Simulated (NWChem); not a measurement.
The numbers come from NWChem runs, not from measurements. System: pyrrole (C₄H₅N), charge 0, spin multiplicity 1, at a geometry optimised with PBE0/def2-SVP. Level: PBE/def2-TZVP.

Part of the output:

```
             Northwest Computational Chemistry Package (NWChem) 7.3.0
             --------------------------------------------------------

                                NWChem Input Module
                                -------------------

 Scaling coordinates for geometry "geometry" by  1.889725989
 (inverse scale =  0.529177249)

 Turning off AUTOSYM since
 SYMMETRY directive was detected!

                             Geometry "geometry" -> ""
                             -------------------------

 Output coordinates in angstroms (scale by  1.889725989 to convert to a.u.)

  No.       Tag          Charge          X              Y              Z
 ---- ---------------- ---------- -------------- -------------- --------------
    1 C                    6.0000    -0.71077600     0.00000000     0.98287900
    2 C                    6.0000     0.71077600     0.00000000     0.98287900
    3 C                    6.0000     1.11920900     0.00000000    -0.33423400
    4 N                    7.0000     0.00000000     0.00000000    -1.11717300
    5 C                    6.0000    -1.11920900     0.00000000    -0.33423400
    6 H                    1.0000    -1.36524900     0.00000000     1.85248900
    7 H                    1.0000     1.36524900     0.00000000     1.85248900
    8 H                    1.0000     2.11556100     0.00000000    -0.77079200
    9 H                    1.0000     0.00000000     0.00000000    -2.12692500
   10 H                    1.0000    -2.11556100     0.00000000    -0.77079200

 Effective nuclear repulsion energy (a.u.)     161.0200358869

            Nuclear Dipole moment (a.u.)
            ----------------------------
        X                 Y               Z
 ---------------- ---------------- ----------------
     0.0000000000     0.0000000000    -0.0000037795

      Symmetry information
      --------------------

 Group name             C2v
 Group number             16
 Group order               4
 No. of unique centers     6

      Symmetry unique atoms

     1    3    4    6    8    9


 Summary of "ao basis" -> "" (spherical)
 ------------------------------------------------------------------------------
       Tag                 Description            Shells   Functions and Types
 ---------------- ------------------------------  ------  ---------------------
 *                         def2-tzvp                  on all atoms

  pbe96 is a nonlocal functional; adding pw91lda local functional.

                                 NWChem DFT Module
                                 -----------------

 Summary of "ao basis" -> "ao basis" (spherical)
 ------------------------------------------------------------------------------
       Tag                 Description            Shells   Functions and Types
 ---------------- ------------------------------  ------  ---------------------
 C                         def2-tzvp                11       31   5s3p2d1f
 N                         def2-tzvp                11       31   5s3p2d1f
 H                         def2-tzvp                 4        6   3s1p

 Summary of "ao basis" -> "ao basis" (spherical)
 ------------------------------------------------------------------------------
       Tag                 Description            Shells   Functions and Types
 ---------------- ------------------------------  ------  ---------------------
 C                         def2-tzvp                11       31   5s3p2d1f
 N                         def2-tzvp                11       31   5s3p2d1f
 H                         def2-tzvp                 4        6   3s1p

      Symmetry analysis of basis
      --------------------------

        a1         70
        a2         25
        b1         60
        b2         30

            General Information
            -------------------
          SCF calculation type: DFT
          Wavefunction type:  closed shell.
          No. of atoms     :    10
          No. of electrons :    36
           Alpha electrons :    18
            Beta electrons :    18
          Charge           :     0
          Spin multiplicity:     1
          Use of symmetry is: on ; symmetry adaption is: on
          Maximum number of iterations: 100
[...]
               write      read    awrite     aread      wait
               -----      ----    ------     -----      ----
     calls:        1         0         0         0         0
   data(b): 5.24e+05  0.00e+00  0.00e+00  0.00e+00
   time(s): 0.00e+00  0.00e+00  0.00e+00  0.00e+00  0.00e+00
rate(mb/s): 0.00e+00  0.00e+00
------------------------------------------------------------

 Grid integrated density:      35.999872496678
 Requested integration accuracy:   0.10E-05

   convergence    iter        energy       DeltaE   RMS-Dens  Diis-err    time
 ---------------- ----- ----------------- --------- --------- ---------  ------
 d= 0,ls=0.0,diis     1   -202.4352317105 -3.63D+02  1.84D+02  2.53D+01     4.6
 d= 0,ls=0.0,diis     2   -208.6646968562 -6.23D+00  2.14D-02  1.03D+01     5.3
 d= 0,ls=0.0,diis     3   -208.9349862049 -2.70D-01  1.78D-02  8.30D+00     5.9
 d= 0,ls=0.0,diis     4   -209.8157924749 -8.81D-01  4.89D-03  1.29D+00     6.5
 d= 0,ls=0.0,diis     5   -209.9617618224 -1.46D-01  1.43D-03  1.60D-01     7.1
  Resetting Diis
 d= 0,ls=0.0,diis     6   -209.9807481503 -1.90D-02  3.65D-04  1.61D-02     7.7
 d= 0,ls=0.0,diis     7   -209.9824066435 -1.66D-03  2.83D-04  1.88D-03     8.3
 d= 0,ls=0.0,diis     8   -209.9818196825  5.87D-04  2.01D-04  6.77D-03     8.9
 d= 0,ls=0.0,diis     9   -209.9826058602 -7.86D-04  3.58D-05  9.27D-05     9.5
 d= 0,ls=0.0,diis    10   -209.9826160227 -1.02D-05  9.26D-06  1.25D-05    10.2
 d= 0,ls=0.0,diis    11   -209.9826174645 -1.44D-06  1.92D-06  2.56D-07    10.8
 d= 0,ls=0.0,diis    12   -209.9826174924 -2.79D-08  4.63D-07  1.38D-08    11.4

         Total DFT energy =     -209.982617492436
      One electron energy =     -601.386296250606
           Coulomb energy =      260.618706533320
    Exchange-Corr. energy =      -30.235063662063
 Nuclear repulsion energy =      161.020035886912

 Numeric. integr. density =       35.999987245300

     Total iterative time =     10.7s

                  Occupations of the irreducible representations
                  ----------------------------------------------

                     irrep           alpha         beta
                     --------     --------     --------
                     a1                9.0          9.0
                     a2                1.0          1.0
                     b1                6.0          6.0
                     b2                2.0          2.0

                       DFT Final Molecular Orbital Analysis
                       ------------------------------------

 Vector   16  Occ=2.000000D+00  E=-3.273256D-01  Symmetry=a1
              MO Center=  8.9D-16, -4.1D-16,  6.1D-01, r^2= 2.6D+00
   Bfn.  Coefficient  Atom+Function         Bfn.  Coefficient  Atom+Function
  ----- ------------  ---------------      ----- ------------  ---------------
     6      0.282804   1 C  px               37     -0.282804   2 C  px
     9      0.195809   1 C  px               40     -0.195809   2 C  px
    70     -0.136116   3 C  pz              132     -0.136116   5 C  pz
   169      0.108926   8 H  s               181      0.108926  10 H  s
   157     -0.100404   6 H  s               163     -0.100404   7 H  s

 Vector   17  Occ=2.000000D+00  E=-2.147753D-01  Symmetry=b2
              MO Center=  2.8D-15,  2.5D-15,  3.2D-01, r^2= 2.3D+00
   Bfn.  Coefficient  Atom+Function         Bfn.  Coefficient  Atom+Function
  ----- ------------  ---------------      ----- ------------  ---------------
   100     -0.271736   4 N  py                7      0.247788   1 C  py
    38      0.247788   2 C  py              103     -0.234942   4 N  py
    10      0.213109   1 C  py               41      0.213109   2 C  py
   106     -0.212712   4 N  py               13      0.142539   1 C  py
    44      0.142539   2 C  py               72      0.027254   3 C  py

 Vector   18  Occ=2.000000D+00  E=-1.866086D-01  Symmetry=a2
              MO Center= -1.2D-14, -7.3D-16, -1.2D-02, r^2= 2.6D+00
   Bfn.  Coefficient  Atom+Function         Bfn.  Coefficient  Atom+Function
  ----- ------------  ---------------      ----- ------------  ---------------
    69      0.275039   3 C  py              131     -0.275039   5 C  py
    72      0.239251   3 C  py              134     -0.239251   5 C  py
    75      0.194705   3 C  py              137     -0.194705   5 C  py
     7     -0.156294   1 C  py               38      0.156294   2 C  py
    10     -0.136573   1 C  py               41      0.136573   2 C  py

 Vector   19  Occ=0.000000D+00  E= 2.746658D-03  Symmetry=b2
              MO Center= -8.0D-15,  3.1D-14, -2.4D-01, r^2= 3.1D+00
   Bfn.  Coefficient  Atom+Function         Bfn.  Coefficient  Atom+Function
  ----- ------------  ---------------      ----- ------------  ---------------
    75      0.504145   3 C  py              137      0.504145   5 C  py
   106     -0.485908   4 N  py              100     -0.269819   4 N  py
    69      0.259668   3 C  py              131      0.259668   5 C  py
    13     -0.255367   1 C  py               44     -0.255367   2 C  py
    72      0.250954   3 C  py              134      0.250954   5 C  py

 Vector   20  Occ=0.000000D+00  E= 9.598402D-03  Symmetry=a1
              MO Center=  6.0D-16, -2.9D-14, -2.1D+00, r^2= 4.8D+00
   Bfn.  Coefficient  Atom+Function         Bfn.  Coefficient  Atom+Function
  ----- ------------  ---------------      ----- ------------  ---------------
   176     -1.703994   9 H  s                98      1.610609   4 N  s
   170     -0.752552   8 H  s               182     -0.752552  10 H  s
   107     -0.584413   4 N  pz               74      0.455652   3 C  px
   136     -0.455652   5 C  px               67      0.302906   3 C  s
   129      0.302906   5 C  s               158     -0.207762   6 H  s

 Vector   21  Occ=0.000000D+00  E= 3.936963D-02  Symmetry=a2
              MO Center=  1.2D-14,  1.7D-15,  6.2D-01, r^2= 3.2D+00
   Bfn.  Coefficient  Atom+Function         Bfn.  Coefficient  Atom+Function
  ----- ------------  ---------------      ----- ------------  ---------------
    13      0.749737   1 C  py               44     -0.749737   2 C  py
    75      0.466153   3 C  py              137     -0.466153   5 C  py
     7      0.289570   1 C  py               38     -0.289570   2 C  py
    10      0.242861   1 C  py               41     -0.242861   2 C  py
    69      0.170347   3 C  py              131     -0.170347   5 C  py

 center of mass
 --------------
 x =   0.00000000 y =   0.00000000 z =  -0.00111670

 moments of inertia (a.u.)
 ------------------
         200.040573607934           0.000000000000           0.000000000000
           0.000000000000         396.328305109815           0.000000000000
           0.000000000000           0.000000000000         196.287731501881

     Multipole analysis of the density
     ---------------------------------

     L   x y z        total         alpha         beta         nuclear
     -   - - -        -----         -----         ----         -------
     0   0 0 0     -0.000000    -18.000000    -18.000000     36.000000

     1   1 0 0      0.000000      0.000000      0.000000      0.000000
     1   0 1 0     -0.000000     -0.000000     -0.000000      0.000000
     1   0 0 1     -0.769119     -0.384558     -0.384558     -0.000004

     2   2 0 0    -20.211367    -70.408429    -70.408429    120.605491
     2   1 1 0      0.000000      0.000000      0.000000      0.000000
     2   1 0 1      0.000000      0.000000      0.000000      0.000000
     2   0 2 0    -25.249589    -12.624794    -12.624794      0.000000
     2   0 1 1      0.000000      0.000000      0.000000      0.000000
     2   0 0 2    -17.643863    -69.967788    -69.967788    122.291712

 Task  times  cpu:       11.5s     wall:       11.5s

 Total times  cpu:       11.5s     wall:       11.5s
```

Question: Write an NWChem input that would produce this output.

Answer: One answer among several that fit: 
```
start mol
memory heap 200 mb stack 900 mb global 1100 mb
geometry units angstroms nocenter noautoz
  C     -0.710776     0.000000     0.982879
  C      0.710776     0.000000     0.982879
  C      1.119209     0.000000    -0.334234
  N      0.000000     0.000000    -1.117173
  C     -1.119209     0.000000    -0.334234
  H     -1.365249     0.000000     1.852489
  H      1.365249     0.000000     1.852489
  H      2.115561     0.000000    -0.770792
  H      0.000000     0.000000    -2.126925
  H     -2.115561     0.000000    -0.770792
  symmetry group C2v
end
basis spherical
  * library def2-tzvp
end
dft
  xc xpbe96 cpbe96
  semidirect memsize 60000000 filesize 0
  iterations 100
end
task dft energy
```
